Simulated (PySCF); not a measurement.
**How methods differ on the ionisation energy of Cl**

Cl [Ne] 3s2 3p5 (2P) → Cl⁺ [Ne] 3s2 3p4 (3P), as a difference of total energies. All numbers are calculated (PySCF 2.14, the spin-free X2C one-electron Hamiltonian (Gaussian nucleus), in aug-cc-pVDZ-DK (5s4p2d, 27 functions)). Correlated levels: valence: [Ne] frozen. The calculations carry no spin-orbit coupling.

| method | ionisation energy (eV) | error (eV) |
| --- | --- | --- |
| UHF | 11.811 | -1.163 |
| LDA | 13.208 | +0.234 |
| PBE | 12.985 | +0.011 |
| PBE0 | 12.977 | +0.003 |
| r2SCAN | 13.041 | +0.067 |
| MN15 | 13.056 | +0.082 |
| M06 | 12.971 | -0.003 |
| M06-L | 13.028 | +0.054 |
| B2PLYP | 12.858 | -0.116 |
| MP2 (valence) | 12.590 | -0.384 |
| SCS-MP2 (valence) | 12.563 | -0.411 |

Reference: 12.974 eV (measured; NIST levels, between the centres of gravity of the two terms).

Errors of the correlated levels include the incompleteness of this basis and the frozen core.
